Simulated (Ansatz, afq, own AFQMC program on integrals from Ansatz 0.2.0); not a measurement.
Integrals from Ansatz 0.2.0, then the random walk in our own AFQMC program (afq).

```yaml
crystal:
  periodic: [false, false, false]
  atoms:
    - {symbol: N, position_ang: [0.000000, 0.000000, 0.000000]}
    - {symbol: H, position_ang: [0.000000, 0.000000, 3.604000]}
basis:
  gaussian: {orbitals: cc-pVDZ}
magnetization: {spin_polarized: false}
correlation: {method: ccsd_t, electrons: outside_noble_gas, hamiltonian_folder: ham}
```

```sh
$ ansatz run in.yaml --threads 1 --pin off --events-out ev --progress --plain --max-ram 24576MiB --backend cuda --devices 0, --max-vram 18GiB
```

Options of the walk:

```
--method phaseless --trial cid --walkers 80 --populations 1 --least-time 40 --time-step 0.01 --steps-per-block 50 --equilibration-blocks 6 --max-blocks 80 --target-error 0.00116 --factor-cut 1e-05 --seed 1166 --taylor-order 8
```

Times are imaginary, in 1/Eh. The walk had a cap of 60 s.

```
orbitals 18  electrons 3 3  factors 90 of 179
reference energy -54.52772038 Eh
CCSD correlation -0.32093853 Eh in 14 cycles, weight of the determinant in the CISD state 0.4873
energy of the start -54.849563 Eh
 block  time / (1/Eh)  mean weight  energy / Eh
     1     0.500  1.0013  -54.840820
     2     1.000  0.9962  -54.842906
     3     1.500  0.9986  -54.846040
     4     2.000  0.9973  -54.851572
     5     2.500  1.0003  -54.854632
     9     4.500  1.0008  -54.847017
    15     7.500  1.0022  -54.842293
    23    11.500  1.0035  -54.866768
    31    15.500  1.0034  -54.853411
    39    19.500  1.0034  -54.831402
    41    20.500  1.0004  -54.825475
    47    23.500  1.0036  -54.848417
    55    27.500  1.0023  -54.842160
    57    28.500  0.9984  -54.896762
    63    31.500  0.9989  -54.848834
    71    35.500  1.0036  -54.855998
    79    39.500  1.0079  -54.850212
    85    42.500  1.0031  -54.834058
blocks merged  error / Eh  count
     1  0.001653  80
     2  0.001791  40
     4  0.001673  20
     8  0.002009  10
energy -54.847760 +/- 0.001791 Eh
(rows thinned)
```

(1) Estimate how long the walk took on 1 × NVIDIA H100 80GB HBM3 with 2 threads of AMD EPYC 7R13 Processor (Zen 3), with other jobs on the host (the card was shared).

The run passed its tests (sampling time, drift between the halves within three errors, error under three times the target), which doesn't prove that it has relaxed.

Against this walk (error 48.7 meV) on the same determinant: CCSD(T) 991.9 meV lower, CCSDT(Q) 872.0 meV lower, CCSDTQ 827.6 meV lower, full CI 830.2 meV lower, a separate phaseless walk with a CISD trial and standard settings 1.9 ± 49.3 meV lower (within the noise). The error is statistical and leaves out the bias of the constraint. Full CI is exact here, so the walk's 830 meV above it is the walk's own error: the bias of the constraint with this trial. The determinant is a poor start (see the cautions), so the low cluster orders aren't to be relied on, and full CI is the sure value.

Cautions: constraint bias not in the error; error above the target (48.7 against 31.6 meV); another spin lies lower; restricted determinant unstable towards unrestricted (UHF 8.21 eV lower, ⟨S²⟩ 2.01); strong correlation (T1 0.050, weight of the determinant 0.49, largest double 0.87); (T) is large, 11 % of the CCSD correlation; the CCSD(T) amplitudes may be one of several solutions (largest double 0.87); the CCSDT(Q) amplitudes may be one of several solutions (largest double 0.94); the CCSDTQ amplitudes may be one of several solutions (largest double 0.98); the determinant fills πx and πy unequally, so it mixes two states of the linear molecule, and each level undoes that mixture to a different degree, while full CI gives the lower state; CCSDTQ on the UHF determinant differs (2.71 eV lower), perhaps since the unrestricted series falls towards higher spin; the bias of populations of 80 walkers isn't removed; the time-step error isn't removed.

Answers

(1) 10 s of wall time.

CCSDT and higher add their correlation energy to the determinant of the CCSD(T) run, since their own runs factorise the integrals more tightly (a shift of under 2 meV).
